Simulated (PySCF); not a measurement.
chlorine (Cl2), SMILES ClCl. Coordinates come from a PBE0-D3(BJ)/def2-TZVPD optimisation.

TDDFT-B3LYP/def2-TZVPD run with PySCF puts the lowest singlet excitations at 3.62, 3.62, 6.48, 6.48, 8.16, 8.16 eV and the lowest triplet (TDA) at 2.81 eV.

### Question
What are the lowest singlet roots from EOM-CCSD/aug-cc-pVDZ (PySCF 2.14.0)? (The exact figures need the calculation; the answer reports its results.)

### Answer
3.99, 3.99, 6.88, 6.88, 8.77, 8.77 eV; triplets 3.17, 3.17, 6.25 eV. S1 differs by 0.38 eV (second minus first; roots are paired by order, and the bases may differ).
